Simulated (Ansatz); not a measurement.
H$_{4}$S$_{2}$Si, SMILES `[SiH3]SS`, relaxed with RKS PBE-D4/def2-SVP in Ansatz from a rough embedded geometry. The force threshold is 0.03 eV/Å; the program also tests the step.

Total charge 0; spin multiplicity 1.

Start:

```xyz
7

Si    0.760   -0.467   -0.379
S     0.077    0.226    1.479
S    -1.288    1.571    0.773
H     1.355    0.586   -1.148
H    -0.338   -1.075   -1.189
H     1.816   -1.586   -0.153
H    -2.382    0.745    0.618
```

**Question.** By how much does the energy fall, and how many steps does the optimiser take? (Estimate.)

**Answer.** The calculation gave: 16.11 kJ/mol, in 4 steps.

**Question.** Which bonds change most? (Best estimate.)

**Answer.** Ansatz gave: S2–S3 from 2.042 to 2.118 Å; Si1–S2 from 2.097 to 2.172 Å; Si1–H4 from 1.433 to 1.502 Å; Si1–H6 from 1.555 to 1.506 Å.

**Question.** Give the relaxed structure. (Estimate.)

**Answer.** Ansatz gave: 
```xyz
7

Si    0.786   -0.511   -0.424
S     0.046    0.170    1.502
S    -1.320    1.613    0.770
H     1.404    0.617   -1.199
H    -0.330   -1.123   -1.223
H     1.824   -1.556   -0.110
H    -2.409    0.789    0.685
```
